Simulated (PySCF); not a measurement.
## Which functional comes closest?

Molecule: `C(C=C)(F)(F)F`, C₃H₃F₃.

Structure with atom numbers: `[CH2:1]=[CH:2][C:3]([F:4])([F:5])[F:6]`. Hydrogens are named by the atom that carries them. Ha(C1) is cis to C3; Hb(C1) is trans to C3.

Geometry PBE0-D3(BJ)/def2-SVP throughout; GIAO in PySCF, gas phase, one conformer, non-relativistic; equivalent atoms averaged; basis pcSseg-2.

Reference values (measured; solution, not stated per compound (mostly CDCl3 or CCl4); Pretsch, Buehlmann, Badertscher, Structure Determination of Organic Compounds, 4th ed. (2009)): δ(H(C2)) = 5.90 ppm, δ(Hb(C1)) = 5.56 ppm, δ(Ha(C1)) = 5.85 ppm. Computed shifts are taken against TMS, calculated as an isolated molecule at each level.

How do the functionals HF, LDA, PBE, BLYP, BP86, OPBE, KT2, KT3, B97-D, B3LYP, PBE0, mPW1PW91, WP04, B97-2, BHandHLYP, CAM-B3LYP, wB97X-D, LC-wPBE perform against the reference? Times are CPU seconds on shared hosts with different chips, so compare them loosely; the GGAs took longer than the global hybrids here, which isn't the general rule, and the cause wasn't traced.

## Answers


```csv
functional,kind,H(C2),Hb(C1),Ha(C1),mean abs. error H,core-s
HF,Hartree–Fock,6.07,5.99,6.36,0.37,13
LDA,LDA,6.34,5.89,6.24,0.39,24
PBE,GGA,6.22,5.74,6.11,0.25,33
BLYP,GGA,6.14,5.65,6.05,0.18,31
BP86,GGA,6.19,5.72,6.10,0.23,31
OPBE,GGA,6.24,5.76,6.13,0.27,33
KT2,GGA,6.05,5.57,5.94,0.08,30
KT3,GGA,6.03,5.55,5.93,0.07,32
B97-D,GGA,6.11,5.64,6.03,0.16,30
B3LYP,global hybrid,6.15,5.77,6.15,0.25,21
PBE0,global hybrid,6.21,5.87,6.23,0.33,23
mPW1PW91,global hybrid,6.18,5.86,6.22,0.32,22
WP04,global hybrid,5.89,5.64,5.98,0.07,28
B97-2,global hybrid,6.14,5.80,6.16,0.26,27
BHandHLYP,global hybrid,6.12,5.89,6.26,0.32,26
CAM-B3LYP,range-separated hybrid,6.20,5.90,6.27,0.35,33
wB97X-D,range-separated hybrid,6.20,5.90,6.26,0.35,34
LC-wPBE,range-separated hybrid,6.29,6.06,6.40,0.48,39
```

For $^{1}$H the closest is KT3 (0.07 ppm, with WP04, KT2 practically level) and the furthest LC-wPBE (0.48 ppm). One molecule is a small sample, and vibrational and solvent effects are absent from the calculation.
